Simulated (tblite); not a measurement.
C₃H₁₁P₂ (charge +1).
SMILES: `C[P+](C)(C)P`

Level: GFN2-xTB in tblite, geometry and Hessian alike; calculated harmonic values, unscaled, isolated species. Errors from tens to a few hundred cm⁻¹ against measured bands are possible. Modes of hydrogen on phosphorus can be 10 to 20 % off.

Harmonic wavenumbers (cm⁻¹): 102.0, 137.3, 146.3, 150.4, 167.1, 169.7, 227.2, 228.0, 233.1, 459.1, 700.0, 712.7, 735.3, 774.1, 780.6, 781.8, 849.8, 851.8, 916.6, 917.4, 925.1, 1080.9, 1315.9, 1319.8, 1321.1, 1388.3, 1397.6, 1397.7, 1403.3, 1403.6, 1410.2, 2241.9, 2286.6, 2996.1, 2998.4, 3000.5, 3001.3, 3004.0, 3005.7, 3007.2, 3008.4, 3010.1.

A = 3374, B = 2093, C = 2090 MHz; mass 109.034 u (most abundant isotopes); point group Cs, symmetry number 1.

Q: Zero-point energy?

A: Half the sum of the wavenumbers: 27982 cm⁻¹ = 80.00 kcal/mol.

Q: Entropy at 298.15 K, 1 bar (ideal gas, RRHO, classical rotation)?

A: Translation 40.00, rotation 27.48, vibration 25.49: S = 93.0 cal/(mol K).

Q: And Cp and H(298.15 K) − H(0)?

A: Cp = 34.49 cal/(mol K), of which vibrations give 26.54 (their classical limit is 42 R = 83.5); H(298.15 K) − H(0) = 6.56 kcal/mol without the zero-point energy, 4.19 from vibrations.

Q: Blend soft modes into free rotors: weight 1/[1 + (100 cm⁻¹/ν̃)⁴] for the oscillator and the rest for a rotor with moment μB/(μ + B), μ = h/(8π²ν), B = 10⁻⁴⁴ kg m². What vibrational entropy results?

A: 25.06 cal/(mol K) in place of 25.49, which changes −T·S at 298.15 K by +0.13 kcal/mol.

Q: What must be added to the electronic energy to get the Gibbs energy at 298.15 K and 1 bar?

A: ZPE + [H(298.15 K) − H(0)] − T·S = 80.00 + 6.56 − 27.72 = 58.84 kcal/mol.

Q: Which modes carry the vibrational entropy at 298.15 K?

A: 102.0 cm⁻¹: 3.42; 137.3 cm⁻¹: 2.84; 146.3 cm⁻¹: 2.72; 150.4 cm⁻¹: 2.67; 167.1 cm⁻¹: 2.47; 169.7 cm⁻¹: 2.44 cal/(mol K); the other 36 give 8.94 together.

Hindered rotation and anharmonicity are outside this model.

Conformer computed: `[CH3:1][P+:2]([CH3:3])([CH3:4])[PH2:5]`: H–P5–P2–C1 46°, H–P5–P2–C1 -47°.
